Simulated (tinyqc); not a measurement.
RKS/LDA (PW92) in the sto-6g basis, for BH, spin multiplicity 1, step by step (part 2 of 2). Computed by tinyqc, a small Python program that keeps every step (integrals from PySCF). Command: `OMP_NUM_THREADS=1 python tinyqc.py 25131 25132 out.jsonl` (the two numbers bound the seeds that draw the settings). One thread of a shared host (Intel(R) Xeon(R) Processor @ 2.60GHz), about 2 s of CPU time with the checks.

Geometry (angstrom):
```
atom         x         y         z
B     0.000000  0.000000  0.000000
H     0.000000  0.000000  2.204000
```

## Convergence

Stop when the energy changes by less than 1e-10 hartree and every element of the error matrix X^T (F D S - S D F) X is below 3e-06.

Course of the cycle:
```
iteration   E (hartree)     change  largest element of the error matrix
1          -11.83232411          -                             5.84e+00
2          -24.14367845  -1.23e+01                             2.66e-01
3          -24.38436441  -2.41e-01                             2.80e-01
4          -24.54490302  -1.61e-01                             3.67e-01
5          -24.62731600  -8.24e-02                             3.22e-01
6          -24.69339047  -6.61e-02                             2.11e-01
7          -24.70470376  -1.13e-02                             1.63e-01
8          -24.71025092  -5.55e-03                             1.33e-01
9          -24.71766479  -7.41e-03                             7.61e-02
10         -24.72008769  -2.42e-03                             4.30e-02
11         -24.72088049  -7.93e-04                             2.40e-02
12         -24.72112593  -2.45e-04                             1.36e-02
13         -24.72120500  -7.91e-05                             7.70e-03
14         -24.72123015  -2.51e-05                             4.43e-03
...                 ...        ...                                  ...
17         -24.72124227  -9.46e-07                             8.59e-04
18         -24.72124259  -3.25e-07                             5.01e-04
19         -24.72124271  -1.13e-07                             2.94e-04
20         -24.72124275  -4.06e-08                             1.73e-04
21         -24.72124276  -1.49e-08                             1.03e-04
22         -24.72124277  -5.78e-09                             6.21e-05
23         -24.72124277  -2.30e-09                             3.79e-05
24         -24.72124277  -9.99e-10                             2.39e-05
25         -24.72124277  -4.48e-10                             1.52e-05
26         -24.72124277  -2.21e-10                             1.03e-05
27         -24.72124277  -1.10e-10                             6.76e-06
28         -24.72124277  -5.93e-11                             4.79e-06
29         -24.72124277  -3.25e-11                             3.13e-06
30         -24.72124277  -1.85e-11                             2.41e-06
```

PySCF RKS in the same basis, fine grid = -24.71885421 hartree

Converged in 30 iterations. The coarse grid moves the energy by -2.39e-03 hartree.

## Populations, bond orders and dipole

D after iteration 30:
```
            1B 1s      1B 2s     1B 2px    1B 2py     1B 2pz      2H 1s
1B 1s    2.149120  -0.564263   0.000002  0.000000   0.057994  -0.002378
1B 2s   -0.564263   2.136474  -0.000008  0.000000  -0.213190  -0.041890
1B 2px   0.000002  -0.000008   0.000000  0.000000   0.000006   0.000007
1B 2py   0.000000   0.000000   0.000000  0.000000   0.000000   0.000000
1B 2pz   0.057994  -0.213190   0.000006  0.000000   0.714045   0.854698
2H 1s   -0.002378  -0.041890   0.000007  0.000000   0.854698   1.045125
```

overlap S:
```
           1B 1s     1B 2s    1B 2px    1B 2py    1B 2pz     2H 1s
1B 1s   1.000000  0.264891  0.000000  0.000000  0.000000  0.006748
1B 2s   0.264891  1.000000  0.000000  0.000000  0.000000  0.120565
1B 2px  0.000000  0.000000  1.000000  0.000000  0.000000  0.000000
1B 2py  0.000000  0.000000  0.000000  1.000000  0.000000  0.000000
1B 2pz  0.000000  0.000000  0.000000  0.000000  1.000000  0.154620
2H 1s   0.006748  0.120565  0.000000  0.000000  0.154620  1.000000
```

Mulliken: Z minus the diagonal of D S on the atom; Loewdin: the same with S^(1/2) D S^(1/2); Mayer order: 2 sum_s sum (D(s) S)_ij (D(s) S)_ji over the two atoms.

Charges (e):
```
atom   Mulliken    Loewdin
1B     0.172211   0.172280
2H    -0.172211  -0.172280
```

Mayer bond orders:
```
pair     order
2-1   0.970343
```

dipole moment about the origin, x y z (debye): 0.000036  0.000001  -1.260731
